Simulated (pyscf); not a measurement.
A first-order saddle from PySCF, ωB97X-D3(BJ)/def2-SVP:

```xyz
6

S     -0.0869     1.0953     1.5670
Si     0.3016     0.8520    -0.3720
H      1.6632     0.9257    -0.9610
H     -0.7115     1.0072    -1.4470
Cl     0.1698    -1.6022    -0.1391
H     -0.0403    -0.8604     1.0124
```
Charge 0, spin multiplicity 1.

Surface: singlet, charge 0. Lowest wavenumbers (cm⁻¹): 460i, 237, 417, 448, 536.

**Question.** Name the species on either side of this saddle.

**Answer.** `[SiH2]=[S]` + `[ClH]` <-> `[SH][SiH2][Cl]`, an addition across a multiple bond or ene-type step read from left to right: Cl–H broken and H–S, Cl–Si formed. At CCSD(T)/def2-TZVPP + ΔMP2(QZVPP) it lies -0.01 eV from the left side and +2.16 eV from the right (each side as separated species at their lowest minima found). On the reactant side the descent ends in a complex, 0.30 eV under the separated species and 0.12 eV under the saddle at ωB97X-D3(BJ)/def2-TZVP. At CCSD(T) the saddle lies under the separated reactants, which points to a path from their complex (located at ωB97X-D3(BJ) alone). At ωB97X-D3(BJ) the barrier from the zero used here is -0.18 eV. This is the saddle that the search found; another between the same sides may lie lower. The CCSD(T) − MP2 part came from Ansatz, without density fitting, on the same reference.
